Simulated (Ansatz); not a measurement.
OSi, SMILES `[O+]#[Si-]` (lower singlet) (charge 0, multiplicity 1). This singlet lies 3.87 eV below the relaxed triplet at the level frozen-core full CI/6-31g // B3LYP-D3(BJ)/def2-TZVP (Ansatz, a quantum-chemistry and plane-wave program).

Calculation: PBE0/cc-pVTZ // B3LYP-D3(BJ)/def2-TZVP (Ansatz).

Ansatz 0.2 input:
```yaml
crystal:
  periodic: [false, false, false]
  atoms:
    - { symbol: O, position_ang: [0.756568, -0.000004, -0.000003] }
    - { symbol: Si, position_ang: [-0.756568, 0.000004, 0.000003] }
basis:
  gaussian: { orbitals: cc-pVTZ }
hamiltonian:
  xc: pbe0
```

Output:

```
Functional definition: PBE0
451 factors; their error is unknown
mean field evaluation 1: about -9911.7510 eV, gradient 6.6e1 eV
mean field evaluation 2: about -9813.1985 eV, gradient 1.9e2 eV
mean field evaluation 4: about -9919.9777 eV, gradient 4.0e0 eV
mean field evaluation 8: about -9920.0131 eV, gradient 1.2e-1 eV
mean field -9920.04586124 eV, -364.5549613518 hartree, gradient 7.0e-5 eV, S^2 0.000000; 0 other end points of the search recorded, 0 dependent functions left out
reference -9920.04587809 eV, -364.5549619714 hartree; 11, 11 occupied and 53, 53 virtual orbitals, 451 factors
Total energy: -9920.04587809 eV, -364.5549619714 hartree
```
